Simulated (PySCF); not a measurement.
A structure optimised at PBE0-D3(BJ)/def2-SVP (Å):
```
atom  x, y, z in Å
O1    -0.3224   -0.8482    0.0471
C2     0.3912    0.0899    0.0256
Cl3    2.1532   -0.0094    0.0101
H4     0.0752    1.1531    0.0157
```

Neutral, closed shell.

(1) Read off the bonds between heavy atoms and their formal orders.

(2) Give the structure as a SMILES string.

(3) What is the point group of this geometry?

(4) Describe the place of each heavy atom.

(5) What is the arrangement about C2?

## Answers

(1) O1–C2 1.18 Å (double); C2–Cl3 1.76 Å (single). Bonds to hydrogen (Å): C2–H4 1.11.

(2) `O=CCl`, CHClO, formyl chloride.

(3) Cs (every atom within 0.08 Å of its image).

(4) O1: carbonyl oxygen; C2: acyl halide carbon; Cl3: chlorine bonded to C.

(5) It has 3 neighbours (O1, Cl3, H4) and is planar (angles 126.2°, 124.0° and 109.8°, sum 360.0°, 0.00 Å off the plane of its three neighbours).

The numbers are calculated, not measured.
